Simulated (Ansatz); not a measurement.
# Worked example: the barrier

An elementary step of SiH₆O₂, singlet (SiH₄O ([OH][SiH3]) + H₂O → SiH₄O₂ ([OH][SiH2][OH]) + H₂; bonds formed: Si1–O7, H2–H6; bonds broken: Si1–H2, H6–O7). “Start” is the structure reached by relaxing down from the saddle towards the reactants; PBE0-D4/def2-TZVP structures. The saddle:

Si1  (-0.460, -0.323, 0.175)
H2  (0.690, -1.611, -0.001)
H3  (-1.274, -1.014, -0.850)
H4  (-0.562, -0.652, 1.617)
O5  (-1.218, 1.166, 0.044)
H6  (1.352, -0.689, -0.333)
O7  (1.227, 0.401, -0.274)
H8  (-1.010, 1.814, 0.718)
H9  (1.255, 0.907, -1.095)
(Å)

Ansatz 0.2.0; basis: def2-TZVPP and def2-QZVPP; cores frozen in the correlated methods.

Energies in eV:

| quantity | saddle | start |
| --- | --- | --- |
| Hartree–Fock, triple zeta (X = 3) | -12032.68863 | -12035.04229 |
| Hartree–Fock, quadruple zeta (X = 4) | -12033.15652 | -12035.50729 |
| MP2 correlation, X = 3 | -18.04929 | -17.44185 |
| MP2 correlation, X = 4 | -19.45835 | -18.83774 |
| CCSD(T) correlation, X = 3 | -19.36466 | -18.80247 |

(1) Work out the barrier at the basis limit: extrapolate Hartree–Fock as E(X) = E∞ + A exp(−7.88 √X) and the MP2 correlation as E(X) = E∞ + B X^−2.97 (the exponents that Neese and Valeev fitted for def2-TZVPP and QZVPP), then add CCSD(T) − MP2 in triple zeta.

The T1 diagnostic stays at or below 0.012.

Answers

(1) Each step is linear, so take the differences first (saddle − start): Hartree–Fock 2.35366 (X = 3) and 2.35077 (X = 4); MP2 correlation -0.60744 and -0.62061; CCSD(T) correlation -0.56219.
Two points give E∞ = E(4) + w [E(4) − E(3)], with w = 1/(exp(7.88 (2 − √3)) − 1) = 0.1377 for Hartree–Fock and w = 1/((4/3)^2.97 − 1) = 0.7407 for the correlation.
Hartree–Fock: 2.35077 + 0.1377 × (-0.00289) = 2.3504 eV.
MP2 correlation: -0.62061 + 0.7407 × (-0.01317) = -0.6304 eV.
CCSD(T) − MP2: -0.56219 − (-0.60744) = 0.0453 eV.
Sum: 2.3504 + (-0.6304) + 0.0453 = 1.7653 eV, or 40.71 kcal/mol. Plain CCSD(T) in triple zeta gives 1.7915 eV, so the larger basis shifts the result by -0.0262 eV.

Labels in which every atom is bracketed show which atoms are joined, not bond orders.

For scale, one of the runs: CCSD(T)/def2-TZVPP, 188 basis functions (an equivalent command: `ansatz run in.yaml --threads 2`). Hardware: 2 CPU threads, shared host. Wall time 31 s; peak host memory 2.2 GiB.
